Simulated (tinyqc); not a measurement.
Inside a calculation. Method: Pariser-Parr-Pople SCF with singles CI, for the molecule C=C(N)F (SMILES; centres numbered as the heavy atoms are written). One step of it, computed by the program tinyqc.

Question. Singles CI, triplets. Over the 3 single excitations with the smallest orbital gaps: A = (e_a - e_i) delta - (ij|ab), with (pq|rs) = sum c_mp c_mq gamma_mn c_nr c_ns.

orbital energies (eV): [-18.413803, -11.969611, -8.446939, 0.445145]

coefficients, order 1C, 2C, 3N, 4F:
$$\begin{pmatrix}
0.060434 & 0.331660 & 0.697592 & -0.632229 \\
0.241275 & 0.566203 & 0.349947 & 0.706213 \\
0.072724 & 0.722835 & -0.619495 & -0.297399 \\
0.965839 & -0.216621 & -0.084423 & -0.114465
\end{pmatrix}$$

repulsion gamma_rs (eV), order 1C, 2C, 3N, 4F:
$$\begin{pmatrix}
11.130000 & 5.346287 & 4.167620 & 4.350388 \\
5.346287 & 11.130000 & 5.923960 & 6.300946 \\
4.167620 & 5.923960 & 16.800000 & 4.530240 \\
4.350388 & 6.300946 & 4.530240 & 21.400000
\end{pmatrix}$$

Give: triplet CI matrix; triplet excitation energies.

Answer.

triplet CI matrix (eV), order 3>4, 2>4, 1>4:
$$\begin{pmatrix}
1.8008 & -0.7290 & -0.2869 \\
-0.7290 & 5.4437 & -0.4446 \\
-0.2869 & -0.4446 & 13.1270
\end{pmatrix}$$

triplet excitation energies (eV): [1.6487, 5.5649, 13.1579]
